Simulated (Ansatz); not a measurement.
Born–Oppenheimer molecular dynamics of CH5Al (7 atoms, charge 0, multiplicity 1). It starts from a relaxed structure.

Theory: Ansatz 0.2.0, RKS PBE0/def2-SVP.

```json
{"ensemble": "NVT, Nosé–Hoover chain", "time step": "0.5 fs", "steps asked": "250", "set temperature": "3000 K", "thermostat": "time constant 50 fs, chain length 3", "masses": "H 2.014 u", "seed": "885176"}
```

First frame:

```xyz
7
Properties=species:S:1:pos:R:3
Al -0.007 -0.007 0.002
C -0.009 -0.015 1.958
H -0.982 -0.299 2.389
H 0.761 -0.690 2.368
H 0.233 0.993 2.340
H 1.372 0.009 -0.799
H -1.369 0.009 -0.826
```

(1) How far do the bonds stretch over the last three quarters of this one trajectory? (Pairs bonded in most of those frames.)

Results:

(1) 
```csv
bond,mean (Å),spread (Å),shortest,longest
Al1–C2,1.951,0.082,1.79,2.10
Al1–H6,1.629,0.113,1.44,1.80
Al1–H7,1.621,0.101,1.47,1.79
C2–H3,1.113,0.025,1.06,1.16
C2–H4,1.132,0.088,0.99,1.30
```

Pairs bonded in part of these frames only: C2–H5 54 %.

Mean temperature of the second half: 2555 K. The conserved energy stayed within 4 meV per atom of its start (net change 2.1 meV per atom), so the integration is sound. The mean temperature of the second half is 15 % below the set value. A run of 0.12 ps of so small a system gives no equilibrium averages. The orbitals stay closed-shell, which can raise the energy where a bond breaks towards radicals; this wasn't checked here.

Time of the run: 6.7 min on 1 thread of Intel(R) Xeon(R) Platinum 8259CL CPU @ 2.50GHz (Skylake/Cascade Lake) (shared host), peak memory 0.12 GiB.
